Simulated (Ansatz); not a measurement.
Geometry optimisation, RKS B3LYP/def2-SVP (Ansatz 0.2.0).

Input file:

```yaml
crystal:
  periodic: [false, false, false]
  atoms:
    - { symbol: B, position_ang: [0.0, 0.0, 0.0] }
    - { symbol: F, position_ang: [0.0, 0.0, 1.67] }
    - { symbol: H, position_ang: [1.0305, 0.0, -0.595] }
    - { symbol: H, position_ang: [-1.0305, 0.0, -0.595] }
    - { symbol: Si, position_ang: [0.094, -2.1331, 0.7095] }
    - { symbol: H, position_ang: [-0.6959, -2.9783, -0.1812] }
    - { symbol: H, position_ang: [1.4817, -2.5871, 0.7061] }
    - { symbol: H, position_ang: [-0.4425, -2.2202, 2.0645] }
    - { symbol: H, position_ang: [0.047, -1.0657, 1.6785] }
basis:
  gaussian: { orbitals: def2-SVP }
hamiltonian:
  xc: b3lyp
relax:
  f_tol: 0.15
  max_steps: 25
  restrain:
    - { distance: [0, 4], at: 3.15, k: 30.0 }
    - { distance: [8, 1], at: 2.12, k: 30.0 }
    - { distance: [0, 1], at: 1.32, k: 30.0 }
    - { distance: [8, 4], at: 1.46, k: 30.0 }
```

Run as:

```bash
$ ansatz run input.yaml --threads 1 --pin off --max-ram 2048MiB --backend cpu --events-out ev --progress --plain --runs-dir out
```

Problem. Where does it end, and by what steps?

Solution. The forces met the threshold. The restraints hold the end off the free minimum. After 8 steps the energy has fallen by 4.853 eV (the restraints' own energy left out); F2 moved furthest, 1.13 Å.

| step | energy less start (eV) | largest force component (eV/Å) | accepted |
| --- | --- | --- | --- |
| 0 | 0.0000 | 6.632 | yes |
| 1 | -0.3040 | 3.389 | yes |
| 2 | -0.8460 | 2.595 | yes |
| 3 | -1.4641 | 2.426 | yes |
| 4 | -2.7397 | 2.275 | yes |
| 5 | -3.6536 | 1.931 | yes |
| 6 | -4.3639 | 1.231 | yes |
| 7 | -4.7669 | 0.478 | yes |
| 8 | -4.8528 | 0.579 | yes |

```xyz
9
Properties=species:S:1:pos:R:3
B -0.012 0.409 0.023
F 0.013 1.027 1.193
H 1.036 0.242 -0.555
H -1.083 0.175 -0.481
Si 0.106 -2.575 1.046
H -0.693 -3.020 -0.130
H 1.528 -2.965 0.860
H -0.447 -3.168 2.300
H 0.037 -1.110 1.200
```

Run time: 26 s on 1 thread of Arm Neoverse V1, on a shared host, peak memory 0.16 GiB.
